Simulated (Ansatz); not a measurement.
System: methane, CH4 (charge 0, singlet). SMILES: C
Geometry: optimised at B3LYP-D3(BJ)/def2-TZVP (Ansatz, a first-principles code).

Computed values are from Ansatz. Cores are frozen in the correlated levels unless marked. Open shells are spin-unrestricted. Spin-orbit coupling is left out. Non-relativistic. Basis-set limits of correlation are two-point, X^-3; Hartree-Fock from the larger set.

### Question
What is the dipole moment at CCSD(T)/aug-cc-pVDZ?

### Answer
0.00 D.

### Question
What is the atomisation energy De at CCSD(T)/CBS(def2-TZVPPD,def2-QZVPPD)?

### Answer
1755.4 kJ/mol.

### Question
What is the total energy at CCSD(T)/CBS(def2-TZVPPD,def2-QZVPPD)?

### Answer
-40.4581 Eh.

### Question
What is the T1 diagnostic at CCSD/def2-QZVPPD?

### Answer
0.008.
